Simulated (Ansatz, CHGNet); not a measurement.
Equilibrium volume per atom (Å³/atom) along a series of related solids, from the machine-learned potential CHGNet 0.3.0 (trained on PBE and PBE+U data); r²SCAN-D4 (Ansatz, an electronic-structure program, plane waves, PAW).

```
solid   CHGNet 0.3.0  r²SCAN-D4  measured
------  ------------  ---------  --------
hcp Y          32.91      33.29     32.95
hcp Zr         23.45      23.41     23.18
hcp Ru         13.96      13.43     13.45
hcp Cd         22.63      21.55     21.01
```

r²SCAN-D4 less measured, from the printed values: hcp Y +1.0 %, hcp Zr +1.0 %, hcp Ru -0.1 %, hcp Cd +2.6 %.

Members of the series are missing where a level wasn't run or failed, where a doubt is noted on the run or the magnetic state, for phases of high temperature or layered ones, and where values are held back for tests.

Ansatz's runs of these crystals have no spin polarisation. A magnetic state wasn't tried for hcp Y with meta-GGA or hybrid levels, which favour moments.

Ansatz's density-functional and Hartree–Fock values are scalar-relativistic unless marked +SOC, with PAW data made under PBE.

Measured values are for low temperature or corrected to a static lattice. References as tabulated in Lejaeghere et al. (2013), arXiv:1204.2733.

Machine-learned potentials (CHGNet 0.3.0) are trained on DFT data: a solid inside that data is no test of them.
